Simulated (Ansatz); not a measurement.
For zinc-blende GaSb, rVV10 (Ansatz, a first-principles code, PAW) gives:

- equilibrium lattice constant a = 6.243 Å
- bulk modulus B0 = 43.9 GPa
- cohesive energy = 3.11 eV/atom
- enthalpy of formation = -0.145 eV/atom

**Question.** What does r²SCAN0 in Ansatz (plane waves, PAW) give for the same quantities?

**Answer.** 
- lattice constant a: 6.094 Å (decreases by 2.4 %)
- bulk modulus: 59.5 GPa (goes up by 36 %)
- cohesive energy: 2.87 eV/atom (decreases by 0.24 eV/atom)
- formation enthalpy: -0.311 eV/atom (moves by -0.166 eV/atom)

For comparison: lattice constant a 6.096 Å (measured, 300 K, no zero-point or thermal correction; as tabulated in Vurgaftman et al. (2001), doi:10.1063/1.1368156); bulk modulus 57 GPa (measured, temperature not stated, no zero-point or thermal correction; as tabulated in Toher et al. (2017), arXiv:1611.05714); cohesive energy 3.03 eV/atom (measured, zero-point energy (9/8 kB θD) added and atomic spin-orbit splittings removed, spin-orbit-averaged atoms; as tabulated in Paulus et al. (1996), arXiv:cond-mat/9605064); formation enthalpy -0.22 eV/atom (measured, 298 K, not corrected to a static lattice; as tabulated in Zhang et al. (2018), doi:10.1038/s41524-018-0065-z).

Changes are worked out from the printed values.

Unless a cell is named, each level is at its own relaxed cell (rVV10 30.42, r²SCAN0 28.28 Å³/atom).

Levels without +SOC leave out spin–orbit coupling, which shifts energies and cells of such heavy elements.

Ansatz's density-functional and Hartree–Fock values are scalar-relativistic unless marked +SOC, with PAW data made under PBE.
